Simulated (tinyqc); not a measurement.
UKS/B3LYP (VWN-RPA form) in the sto-3g basis, for LiH, spin multiplicity 3, step by step. This run ends on a higher stationary point, not on the lowest solution. One step of it, computed by the program tinyqc.

Question. Orthogonalisation. S = U s U^T; symmetric (Loewdin) form X = U s^(-1/2) U^T, so that X^T S X = 1.

overlap S:
```
           1Li 1s    1Li 2s   1Li 2px   1Li 2py   1Li 2pz     2H 1s
1Li 1s   1.000000  0.241137  0.000000  0.000000  0.000000  0.074147
1Li 2s   0.241137  1.000000  0.000000  0.000000  0.000000  0.408021
1Li 2px  0.000000  0.000000  1.000000  0.000000  0.000000  0.000000
1Li 2py  0.000000  0.000000  0.000000  1.000000  0.000000  0.000000
1Li 2pz  0.000000  0.000000  0.000000  0.000000  1.000000  0.522103
2H 1s    0.074147  0.408021  0.000000  0.000000  0.522103  1.000000
```

Give: eigenvalues of S; X.

Answer.

eigenvalues of S: 0.333  0.798  1.000  1.000  1.168  1.701

X:
```
         1Li 1s  1Li 2s  1Li 2px  1Li 2py  1Li 2pz   2H 1s
1Li 1s    1.023  -0.128    0.000    0.000   -0.003   0.003
1Li 2s   -0.128   1.118    0.000    0.000    0.122  -0.293
1Li 2px   0.000   0.000    1.000    0.000    0.000   0.000
1Li 2py   0.000   0.000    0.000    1.000    0.000   0.000
1Li 2pz  -0.003   0.122    0.000    0.000    1.154  -0.373
2H 1s     0.003  -0.293    0.000    0.000   -0.373   1.249
```
